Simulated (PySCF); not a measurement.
# SiN2H6 (SMILES NN[SiH3]) at 6 levels

Wanted: a comparison of 6 runs (BLYP/6-311+G**, CAM-B3LYP/6-311+G**, PBE0/6-311+G**, r2SCAN/6-311+G**, revPBE/6-311+G**, wB97X/6-311+G**) of SiN2H6. Input form: a Python script.

Program for the calculation: PySCF 2.14.0.

### Step 1. The structure to begin with

The species is SiN2H6 (9 atoms), meant as a singlet with charge 0. SMILES: `NN[SiH3]`. Geometry: relaxed at PBE0-D4/def2-TZVP. This is one conformer, not always the lowest.

Bond lengths: N1–N2 1.407 Å, N2–Si3 1.714 Å, N1–H4 1.014 Å, N1–H5 1.013 Å, N2–H6 1.005 Å, Si3–H7 1.494 Å, Si3–H8 1.491 Å, Si3–H9 1.486 Å. Some angles: N1–N2–Si3 123.5°, N1–N2–H6 112.1°, Si3–N2–H6 123.5°, N2–N1–H4 110.8°, N2–N1–H5 110.1°, N2–Si3–H7 112.3°, N2–Si3–H8 110.9°, N2–Si3–H9 107.1°, H4–N1–H5 108.5°, H7–Si3–H8 106.4°.

### Step 2. A single-point energy at BLYP/6-311+G(d,p) (run 1)

Contents of input.py:

```python
from pyscf import gto, dft

mol = gto.M(
    atom='''
N       -0.558800       0.925000      -1.203100
N       -0.285500       0.708200       0.159700
Si       0.408400      -0.736600       0.767500
H        0.267900       0.761300      -1.767500
H       -1.290500       0.297600      -1.515600
H       -0.377500       1.549300       0.701800
H        1.729200      -1.040000       0.139600
H       -0.469800      -1.907300       0.484500
H        0.576500      -0.557300       2.233000
''',
    verbose=3,
    max_memory=1860,
    charge=0,
    basis='6-311+g**',
)

myscf = dft.RKS(mol)
myscf.xc = 'blyp'
myscf.conv_tol = 1e-10
myscf.grids.level = 5
myscf.kernel()
if not myscf.converged:
    myscf = myscf.newton().run(myscf.mo_coeff, myscf.mo_occ)

energy = myscf.e_tot
print('E = %.10f Eh' % energy)
```

Started as:

```sh
$ OMP_NUM_THREADS=1 python input.py
```

The program printed:

```text
converged SCF energy = -402.57228163651
E = -402.5722816365 Eh
```

It took 25 s on 1 thread of Intel Xeon at 2.70GHz, shared host; peak memory 0.57 GiB.

### Step 3. The energy at CAM-B3LYP/6-311+G(d,p) (run 2)

Contents of run.py:

```python
from pyscf import gto, dft

mol = gto.M(
    atom=[
    ('N', (-0.558800, 0.925000, -1.203100)),
    ('N', (-0.285500, 0.708200, 0.159700)),
    ('Si', (0.408400, -0.736600, 0.767500)),
    ('H', (0.267900, 0.761300, -1.767500)),
    ('H', (-1.290500, 0.297600, -1.515600)),
    ('H', (-0.377500, 1.549300, 0.701800)),
    ('H', (1.729200, -1.040000, 0.139600)),
    ('H', (-0.469800, -1.907300, 0.484500)),
    ('H', (0.576500, -0.557300, 2.233000)),
],
    verbose=4,
    spin=0,
    basis='6-311+g**',
    max_memory=1860,
)

ks = dft.RKS(mol, xc='cam-b3lyp')
ks.grids.level = 5
ks.conv_tol = 1e-10
ks.kernel()
if not ks.converged:
    ks = ks.newton().run(ks.mo_coeff, ks.mo_occ)

energy = ks.e_tot
print(f'total energy: {energy:.8f} hartree')
```

Started as:

```sh
$ OMP_NUM_THREADS=1 python run.py
```

The program printed:

```text
PySCF version 2.14.0

[... 77 lines left out ...]
converged SCF energy = -402.575104224565
total energy: -402.57510422 hartree
```

Run time: 38 s. Hardware: 1 thread of Intel Xeon at 2.70GHz, shared host; peak memory 0.58 GiB.

Runs 3 to 4 aren't shown in full; the table further down has their settings and results.

### Step 4. A single-point energy at revPBE/6-311+G(d,p) (run 5)

Contents of geometry.xyz:

```xyz
9

N     -0.558800     0.925000    -1.203100
N     -0.285500     0.708200     0.159700
Si     0.408400    -0.736600     0.767500
H      0.267900     0.761300    -1.767500
H     -1.290500     0.297600    -1.515600
H     -0.377500     1.549300     0.701800
H      1.729200    -1.040000     0.139600
H     -0.469800    -1.907300     0.484500
H      0.576500    -0.557300     2.233000
```

Contents of run.py:

```python
from pyscf import gto, dft

system = gto.Mole()
system.atom = 'geometry.xyz'
system.max_memory = 1860
system.basis = '6-311+g**'
system.verbose = 3
system.build()

mf = dft.RKS(system, xc='revpbe')
mf.conv_tol = 1e-10
mf.grids.level = 5
mf.kernel()
if not mf.converged:
    mf = mf.newton().run(mf.mo_coeff, mf.mo_occ)

etot = mf.e_tot
print(f'total energy: {etot:.8f} hartree')
```

Started as:

```sh
$ OMP_NUM_THREADS=1 python run.py
```

The program printed:

```text
converged SCF energy = -402.520186590132
total energy: -402.52018659 hartree
```

Wall time 26 s (1 thread of Intel Xeon at 2.70GHz, shared host); peak memory 0.57 GiB.

### Step 5. The energy at wB97X/6-311+G(d,p) (run 6)

geometry.xyz is that of step 4.

Contents of input.py:

```python
from pyscf import gto, dft

mol = gto.M(
    atom='geometry.xyz',
    basis='6-311+g**',
    max_memory=1860,
    verbose=4,
)

mf = dft.RKS(mol)
mf.xc = 'wb97x'
mf.grids.level = 5
mf.conv_tol = 1e-10
mf.kernel()
if not mf.converged:
    mf = mf.newton().run(mf.mo_coeff, mf.mo_occ)

energy = mf.e_tot
print(f'total energy: {energy:.8f} hartree')
```

Started as:

```sh
$ OMP_NUM_THREADS=1 python input.py
```

The program printed:

```text
PySCF version 2.14.0

[... 78 lines left out ...]
converged SCF energy = -402.583522814265
total energy: -402.58352281 hartree
```

It took 38 s on 1 thread of Intel Xeon at 2.70GHz, shared host; peak memory 0.58 GiB.

### Step 6. Overview of the runs

```tsv
run	level	energy (Eh)	dipole moment (D)	HOMO energy (eV)	LUMO energy (eV)	wall time
1	BLYP/6-311+G**	-402.572282	0.45	-5.58	-0.74	25 s
2	CAM-B3LYP/6-311+G**	-402.575104	0.56	-8.48	0.57	38 s
3	PBE0/6-311+G**	-402.361967	0.51	-7.05	-0.09	27 s
4	r2SCAN/6-311+G**	-402.522527	0.46	-5.94	-0.22	45 s
5	revPBE/6-311+G**	-402.520187	0.44	-5.64	-0.75	26 s
6	wB97X/6-311+G**	-402.583523	0.55	-9.49	1.64	38 s
```

### Step 7. Results

| quantity | value |
| --- | --- |
| run 6: total energy | -402.58352 Eh |
| run 6: dipole moment | 0.55 D |
| run 6: HOMO energy | -9.49 eV |
| run 6: LUMO energy | 1.64 eV |
| run 6: HOMO–LUMO gap | 11.12 eV |

The dipole moment (its size) runs from 0.44 D (revPBE/6-311+G**) to 0.56 D (CAM-B3LYP/6-311+G**). The HOMO–LUMO gap runs from 4.84 eV (BLYP/6-311+G**) to 11.12 eV (wB97X/6-311+G**). Totals of different functionals can't be ranked against each other. All runs together took 3.3 min, the longest 45 s.
